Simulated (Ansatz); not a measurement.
bcc Li was calculated with PBE in Ansatz (PAW).

Numerical settings: plane-wave cutoff 520 eV, 18×18×18 k mesh, Fermi–Dirac smearing 0.1 eV, perturbation theory, force constants from a 6×6×6 q mesh, scalar-relativistic PAW data made under PBE.

Computed at the level's own relaxed cell. Harmonic vibrational thermodynamics at fixed volume:

```
T (K)  S_vib (J/K per mol of atoms)  C_V (J/K per mol of atoms)  F_vib (eV/atom)
-----  ----------------------------  --------------------------  ---------------
0                              0.00                        0.00           0.0401
200                               …                           …                …
300                               …                           …                …
400                               …                           …                …
500                               …                           …                …
600                               …                           …                …
900                               …                           …                …
```

Question: Some entries are withheld; supply them.

Answer: 
- 200, S_vib (J/K per mol of atoms): 18.84
- 200, C_V (J/K per mol of atoms): 20.18
- 200, F_vib (eV/atom): 0.0237
- 300, S_vib (J/K per mol of atoms): 27.57
- 300, C_V (J/K per mol of atoms): 22.62
- 300, F_vib (eV/atom): -0.0006
- 400, S_vib (J/K per mol of atoms): 34.23
- 400, C_V (J/K per mol of atoms): 23.59
- 400, F_vib (eV/atom): -0.0327
- 500, S_vib (J/K per mol of atoms): 39.55
- 500, C_V (J/K per mol of atoms): 24.06
- 500, F_vib (eV/atom): -0.0710
- 600, S_vib (J/K per mol of atoms): 43.96
- 600, C_V (J/K per mol of atoms): 24.33
- 600, F_vib (eV/atom): -0.1144
- 900, S_vib (J/K per mol of atoms): 53.90
- 900, C_V (J/K per mol of atoms): 24.67
- 900, F_vib (eV/atom): -0.2675

The crystal is taken as a harmonic solid at every temperature: melting, phase changes and thermal expansion are not seen, nor the electrons' share in a metal.

Ansatz is an electronic-structure program.
